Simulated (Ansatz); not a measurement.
Cost and result for the atomization energy of `FC=C(Cl)Cl` (6 atoms, 5 bonds).

Charge 0, multiplicity 1. All single points use the PBE0-D4/def2-TZVP geometry. Program: Ansatz. All runs use 4 threads of an Arm Neoverse V2 on a shared host. Times are those of one run each, without the atoms' runs, and a repeat can differ threefold. Electronic energies, without spin–orbit coupling; frozen cores. CCSD(T)/CBS adds CCSD(T) − MP2 in def2-TZVPP to the MP2 limit, and its time is that of the two runs behind it. T1 = 0.011; the RHF reference is unstable towards UHF.

CCSD(T)/CBS is a level of theory with its own doubt, some kJ/mol a heavy atom from the limit and from the frozen cores, so smaller differences don't rank the functionals.

```
                             level  functions  wall time  atomization (kJ/mol)  difference from CCSD(T)/CBS  per bond
                BLYP-D4/def2-TZVPP        191      1.1 s                2205.9                         19.8       4.0
                  CCSD(T)/def2-SVP         83      1.6 s                2050.2                       -135.9     -27.2
                PBE0-D4/def2-TZVPP        191      1.6 s                2235.9                         49.8      10.0
               BHLYP-D4/def2-TZVPP        191      1.6 s                2057.6                       -128.5     -25.7
                 B2PLYP/def2-TZVPP        191      2.7 s                2158.7                        -27.4      -5.5
               PBE-QIDH/def2-TZVPP        191      2.8 s                2194.9                          8.8       1.8
r2SCAN-D4/def2-TZVPP (with forces)        191      2.8 s                2220.5                         34.4       6.9
                ωB97X-V/def2-TZVPP        191      3.7 s                2196.4                         10.3       2.1
                 B97M-V/def2-TZVPP        191      4.4 s                2211.0                         24.9       5.0
  ωB97M-V/def2-TZVPP (with forces)        191      5.5 s                2206.3                         20.2       4.0
                    MP2/def2-QZVPP        341      8.5 s                2262.2                         76.1      15.2
                CCSD(T)/def2-TZVPP        191       40 s                2112.8                        -73.3     -14.7
                 CCSD(T)/CBS(def2)          –       49 s                2186.1                          0.0       0.0
```

From r2SCAN to r2SCAN0 (25 % exact exchange), in def2-TZVPP and without D4, the atomization energy moves by −71.7 kJ/mol: exact exchange takes away binding that semilocal exchange gives to molecules. In def2-TZVPP, CCSD(T) changes the Hartree–Fock value by +659.0 kJ/mol (the triples alone add +62.9 kJ/mol) and MP2 by +765.2 kJ/mol; breaking electron pairs costs correlation energy, which Hartree–Fock lacks. The D4 term adds +24.9 kJ/mol with B3LYP and +12.7 kJ/mol with PBE0; it sums over pairs of atoms, weighted by their polarisabilities, and B3LYP, whose exchange is more repulsive, gets the larger term.

B3LYP here is the variant with VWN-RPA as its local correlation; programs differ in this.
